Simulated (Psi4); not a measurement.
# AlH (SMILES [AlH]): B3LYP/6-31G(d) (spherical functions)

Aim: the energy change on altering one bond length of AlH at B3LYP/6-31G* (spherical functions), from 2 runs. 

The results are computed with Psi4 1.11.

## Step 1: The structure to begin with

The species is AlH (2 atoms), meant as a singlet with charge 0. As SMILES, `[AlH]`. Geometry: relaxed at PBE0-D4/def2-TZVP.

Bond lengths: Al1–H2 1.665 Å.

## Step 2: Energy and forces at B3LYP/6-31G(d) (spherical functions)

The input, job.dat:

```
memory 2200 MB

molecule {
  0 1
  Al
  H 1 r2

  r2 = 1.66475
  units angstrom
  symmetry c1
  no_reorient
  no_com
}

set globals {
  basis 6-31G*
  reference rks
  puream true
  e_convergence 1e-09
  d_convergence 1e-08
  scf_type pk
  dft_radial_points 99
  dft_spherical_points 590
}

E = gradient("b3lyp")
```

Command:

```bash
psi4 -i job.dat -o job.out -n 1
```

job.out:

```text
[...]
  Running in c1 symmetry.
[...]
  Nuclear repulsion =    4.132334427817991
[...]
  Multiplicity = 1
[...]
  Nalpha       = 7
  Nbeta        = 7
[...]
    Number of basis functions: 20
[...]
   @RKS iter   1:  -242.96603329455220   -3.57187e-01   5.98091e-03 ADIIS/DIIS
[...]
   @RKS iter   8:  -242.98140607307883   -3.97904e-13   9.68429e-10 DIIS
[...]
    Orbital Energies [Eh]
    ---------------------
    Doubly Occupied:
       1A    -56.050758     2A     -4.143090     3A     -2.697209
       4A     -2.697209     5A     -2.689675     6A     -0.365696
       7A     -0.206060
[...]
  @RKS Final Energy:  -242.98140607307883
   => Energetics <=
    Nuclear Repulsion Energy =              4.1323344278179910
    One-Electron Energy =                -345.6149673244624410
    Two-Electron Energy =                 113.7916358496139537
    DFT Exchange-Correlation Energy =     -15.2904090260483159
    Empirical Dispersion Energy =           0.0000000000000000
    VV10 Nonlocal Energy =                  0.0000000000000000
    Total Energy =                       -242.9814060730788299
[...]
 Multipole Moments:
 ------------------------------------------------------------------------------------
     Multipole            Electronic (a.u.)      Nuclear  (a.u.)        Total (a.u.)
 ------------------------------------------------------------------------------------
 L = 1.  Multiply by 2.5417464519 to convert [e a0] to [Debye]
 Dipole X            :         -0.0000000            0.0000000           -0.0000000
 Dipole Y            :          0.0000000            0.0000000            0.0000000
 Dipole Z            :         -1.4782033            1.5600499            0.0818466
 Magnitude           :                                                    0.0818466
[...]
  -Total Gradient:
     Atom            X                  Y                   Z
    ------   -----------------  -----------------  -----------------
       1        0.000000000000    -0.000000000000     0.001502276211
       2        0.000000000000     0.000000000000    -0.001502257711
[...]
```

Run time: 4.8 s. Hardware: 1 thread of Intel Xeon Platinum 8259CL at 2.50GHz (Skylake/Cascade Lake), shared host; peak memory 0.27 GiB.

## Step 3: The distorted shape: a single-point energy at B3LYP/6-31G(d) (spherical functions)

The input, job.inp:

```
memory 2200 MB

molecule {
  Al     0.000000     0.000000    -0.857990
  H      0.000000     0.000000     1.639110
  symmetry c1
}

set reference rks
set puream true
set e_convergence 1e-09
set d_convergence 1e-08
set scf_type pk
set dft_radial_points 99
set dft_spherical_points 590

e, wfn = energy('b3lyp/6-31G*', return_wfn=True)
oeprop(wfn, 'MAYER_INDICES', 'LOWDIN_CHARGES', 'MULLIKEN_CHARGES')
```

Command:

```bash
psi4 -i job.inp -o job.out -n 1
```

job.out:

```text
[...]
  Running in c1 symmetry.
[...]
  Nuclear repulsion =    2.754917199435345
[...]
  Multiplicity = 1
[...]
  Nalpha       = 7
  Nbeta        = 7
[...]
    Number of basis functions: 20
[...]
   @RKS iter   1:  -242.90772174481540   -3.77551e-01   6.55733e-03 DIIS/ADIIS
[...]
   @RKS iter   9:  -242.93302587297450   -2.27374e-13   6.77434e-10 DIIS
[...]
    Orbital Energies [Eh]
    ---------------------
    Doubly Occupied:
       1A    -56.100127     2A     -4.186621     3A     -2.739987
       4A     -2.739987     5A     -2.734923     6A     -0.333861
       7A     -0.196678
[...]
  @RKS Final Energy:  -242.93302587297450
   => Energetics <=
    Nuclear Repulsion Energy =              2.7549171994353445
    One-Electron Energy =                -342.4487599165320262
    Two-Electron Energy =                 111.9785555935667816
    DFT Exchange-Correlation Energy =     -15.2177387494446190
    Empirical Dispersion Energy =           0.0000000000000000
    VV10 Nonlocal Energy =                  0.0000000000000000
    Total Energy =                       -242.9330258729744969
[...]
 Multipole Moments:
 ------------------------------------------------------------------------------------
     Multipole            Electronic (a.u.)      Nuclear  (a.u.)        Total (a.u.)
 ------------------------------------------------------------------------------------
 L = 1.  Multiply by 2.5417464519 to convert [e a0] to [Debye]
 Dipole X            :         -0.0000000            0.0000000           -0.0000000
 Dipole Y            :         -0.0000000            0.0000000           -0.0000000
 Dipole Z            :         -3.4757187            2.3400514           -1.1356673
 Magnitude           :                                                    1.1356673
[...]
  Mulliken Charges: (a.u.)
   Center  Symbol    Alpha    Beta     Spin     Total
       1    AL     6.38093  6.38093  0.00000  0.23814
       2     H     0.61907  0.61907  0.00000 -0.23814
   Total alpha =  7.00000, Total beta =  7.00000, Total charge =  0.00000
  Lowdin Charges: (a.u.)
   Center  Symbol    Alpha    Beta     Spin     Total
       1    AL     6.40550  6.40550  0.00000  0.18901
       2     H     0.59450  0.59450  0.00000 -0.18901
  Total alpha =  7.00000, Total beta =  7.00000, Total charge = -0.00000
[...]
```

It took 5.4 s on 1 thread of Intel Xeon Platinum 8259CL at 2.50GHz (Skylake/Cascade Lake), shared host; peak memory 0.26 GiB.

## Step 4: Results

At B3LYP/6-31G* (spherical functions):

| quantity | value |
| --- | --- |
| first shape: total energy | -242.98141 Eh |
| first shape: dipole moment | 0.21 D |
| first shape: HOMO energy | -5.61 eV |
| first shape: LUMO energy | -1.93 eV |
| first shape: HOMO–LUMO gap | 3.68 eV |
| first shape: largest force on an atom | 0.077 eV/Å |
| distorted shape: total energy | -242.93303 Eh |
| distorted shape: dipole moment | 2.89 D |
| distorted shape: HOMO energy | -5.35 eV |
| distorted shape: LUMO energy | -2.38 eV |
| distorted shape: HOMO–LUMO gap | 2.97 eV |
| energy change with the Al1–H2 bond stretched from 1.665 to 2.497 Å | 1.316 eV |

What this shows: One bond (distorted shape) is far stretched, which a spin-restricted single reference describes badly; a broken-symmetry solution may lie lower. With the Al1–H2 bond stretched from 1.665 to 2.497 Å the energy rises by 1.32 eV (127 kJ/mol). The first shape isn't relaxed at this level, so the change isn't measured from a minimum. A restricted reference can't describe the breaking bond well at this length.
